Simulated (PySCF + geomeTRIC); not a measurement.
Species: H$_{2}$S, SMILES `S` (charge 0, multiplicity 1).

### Question
Give a relaxed geometry from TPSS-D3(BJ)/def2-SVP in PySCF + geomeTRIC.

### Answer
the end point of this relaxation (outside a Z-matrix the atoms follow the SMILES, hydrogens last).
Cartesian coordinates (Å) in one orientation:
```xyz
3

S      0.059     0.625     0.000
H     -1.000    -0.220     0.000
H      0.941    -0.404     0.000
```
